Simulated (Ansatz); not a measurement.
Molecule (SMILES): [OH] (OH), doublet.
Atoms: O1, H2. Bonds: O1-H2.

Basis-set convergence of the highest harmonic wavenumber at B3LYP with Ansatz (an electronic-structure program). Each level at its own minimum, finite differences of forces, unscaled; the reference is a large set that could be run, not a limit. Cartesian d functions, on some or all atoms, in 6-31G*, 6-31+G*; all else is spherical. The program fits the integrals of some runs and decomposes those of others, by size. Open shells are unrestricted. No added dispersion term, no relativity. Reference: the value in aug-pcseg-3, 3701 cm⁻¹, itself unsure by roughly 1 cm⁻¹ (its mean distance from aug-cc-pVQZ, def2-QZVPPD, pcseg-3). Deviations are taken from unrounded values.

```json
[
 {"basis": "6-31G*", "functions": "17", "highest harmonic wavenumber (cm⁻¹)": "3643"},
 {"basis": "6-31+G*", "functions": "21", "highest harmonic wavenumber (cm⁻¹)": "3641"},
 {"basis": "cc-pVDZ", "functions": "19", "highest harmonic wavenumber (cm⁻¹)": "3624"},
 {"basis": "aug-cc-pVDZ", "functions": "32", "highest harmonic wavenumber (cm⁻¹)": "3682"},
 {"basis": "def2-SVP", "functions": "19", "highest harmonic wavenumber (cm⁻¹)": "3673"},
 {"basis": "def2-SVPD", "functions": "31", "highest harmonic wavenumber (cm⁻¹)": "3704"},
 {"basis": "pcseg-1", "functions": "19", "highest harmonic wavenumber (cm⁻¹)": "3652"},
 {"basis": "aug-pcseg-1", "functions": "32", "highest harmonic wavenumber (cm⁻¹)": "3673"},
 {"basis": "6-311G**", "functions": "24", "highest harmonic wavenumber (cm⁻¹)": "3703"},
 {"basis": "6-311+G**", "functions": "28", "highest harmonic wavenumber (cm⁻¹)": "3707"},
 {"basis": "def2-TZVP", "functions": "37", "highest harmonic wavenumber (cm⁻¹)": "3679"},
 {"basis": "def2-TZVPD", "functions": "49", "highest harmonic wavenumber (cm⁻¹)": "3685"},
 {"basis": "cc-pVTZ", "functions": "44", "highest harmonic wavenumber (cm⁻¹)": "3697"},
 {"basis": "aug-cc-pVTZ", "functions": "69", "highest harmonic wavenumber (cm⁻¹)": "3693"},
 {"basis": "pcseg-2", "functions": "44", "highest harmonic wavenumber (cm⁻¹)": "3703"},
 {"basis": "aug-pcseg-2", "functions": "69", "highest harmonic wavenumber (cm⁻¹)": "3704"},
 {"basis": "def2-TZVPP", "functions": "45", "highest harmonic wavenumber (cm⁻¹)": "3705"},
 {"basis": "def2-TZVPPD", "functions": "57", "highest harmonic wavenumber (cm⁻¹)": "3707"},
 {"basis": "cc-pVQZ", "functions": "85", "highest harmonic wavenumber (cm⁻¹)": "3702"},
 {"basis": "aug-cc-pVQZ", "functions": "126", "highest harmonic wavenumber (cm⁻¹)": "3701"},
 {"basis": "def2-QZVPP", "functions": "87", "highest harmonic wavenumber (cm⁻¹)": "3705"},
 {"basis": "def2-QZVPPD", "functions": "99", "highest harmonic wavenumber (cm⁻¹)": "3705"},
 {"basis": "pcseg-3", "functions": "93", "highest harmonic wavenumber (cm⁻¹)": "3701"},
 {"basis": "aug-pcseg-3", "functions": "134", "highest harmonic wavenumber (cm⁻¹)": "3701"}
]
```

What the diffuse functions change, pair by pair:
- 6-31G* to 6-31+G*: 4 more functions, deviation -58 to -60 cm⁻¹
- cc-pVDZ to aug-cc-pVDZ: 13 more functions, deviation -77 to -19 cm⁻¹
- def2-SVP to def2-SVPD: 12 more functions, deviation -28 to 3 cm⁻¹
- pcseg-1 to aug-pcseg-1: 13 more functions, deviation -49 to -29 cm⁻¹
- 6-311G** to 6-311+G**: 4 more functions, deviation 2 to 6 cm⁻¹
- def2-TZVP to def2-TZVPD: 12 more functions, deviation -22 to -17 cm⁻¹
- cc-pVTZ to aug-cc-pVTZ: 25 more functions, deviation -5 to -8 cm⁻¹
- pcseg-2 to aug-pcseg-2: 25 more functions, deviation 2 to 3 cm⁻¹
- def2-TZVPP to def2-TZVPPD: 12 more functions, deviation 4 to 6 cm⁻¹
- cc-pVQZ to aug-cc-pVQZ: 41 more functions, deviation 0 to 0 cm⁻¹
- def2-QZVPP to def2-QZVPPD: 12 more functions, deviation 4 to 3 cm⁻¹
- pcseg-3 to aug-pcseg-3: 41 more functions, deviation 0 to 0 cm⁻¹

Leaving out the reference's own pair, they bring the value nearer the reference by more than 1 cm⁻¹ in 4 of 11 pairs.
